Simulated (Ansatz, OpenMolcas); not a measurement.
# CH4Si (SMILES C=[SiH2]): the energy, rung by rung

CH4Si: 6 atoms, total charge 0, spin state singlet. As SMILES, `C=[SiH2]`. The coordinates come from a GFN2-xTB relaxation.

```xyz
6

C    -0.7387   -0.5472   -0.2651
Si    0.6113    0.4518    0.2183
H    -1.4085   -0.9966    0.4481
H    -0.9629   -0.7582   -1.2967
H     0.9530    0.7660    1.6007
H     1.5459    1.0842   -0.7053
```

Each level gives the energy change with the Si2–H6 bond stretched from 1.458 to 2.187 Å (eV). The values are calculated.

```json
{"level": "HF/STO-3G (restricted)", "kind": "Hartree–Fock", "program": "Ansatz", "value (eV)": "3.92", "CPU time (all runs)": "0.21 s"}
{"level": "BLYP/STO-3G (restricted)", "kind": "GGA", "program": "Ansatz", "value (eV)": "2.73", "CPU time (all runs)": "2.1 s"}
{"level": "revPBE/STO-3G (restricted)", "kind": "GGA", "program": "Ansatz", "value (eV)": "2.76", "CPU time (all runs)": "2.1 s"}
{"level": "r2SCAN/STO-3G (restricted)", "kind": "meta-GGA", "program": "OpenMolcas", "value (eV)": "3.01", "CPU time (all runs)": "13 s"}
{"level": "BHLYP/STO-3G (restricted)", "kind": "global hybrid", "program": "Ansatz", "value (eV)": "3.42", "CPU time (all runs)": "2 s"}
{"level": "wB97M-V/STO-3G (restricted)", "kind": "range-separated hybrid", "program": "Ansatz", "value (eV)": "3.23", "CPU time (all runs)": "33 s"}
{"level": "B2PLYP/STO-3G (restricted)", "kind": "double hybrid", "program": "Ansatz", "value (eV)": "3.17", "CPU time (all runs)": "3.1 s"}
{"level": "RPA@PBE/STO-3G (restricted)", "kind": "RPA", "program": "Ansatz", "value (eV)": "2.85", "CPU time (all runs)": "3.1 s"}
{"level": "ACPF/STO-3G (restricted)", "kind": "coupled cluster or CI", "program": "OpenMolcas", "value (eV)": "2.73", "CPU time (all runs)": "3.6 s"}
{"level": "CCSDTQ/STO-3G (restricted)", "kind": "coupled cluster or CI", "program": "Ansatz", "value (eV)": "2.79", "CPU time (all runs)": "5.5 s"}
```

The first shape isn't each level's own minimum. The values span 2.73 to 3.92 eV. All rows use very small basis sets, so even the best lies far from the true value. CPU times are rough (shared hosts, several kinds of processor): they show what a rung costs within a factor of a few.
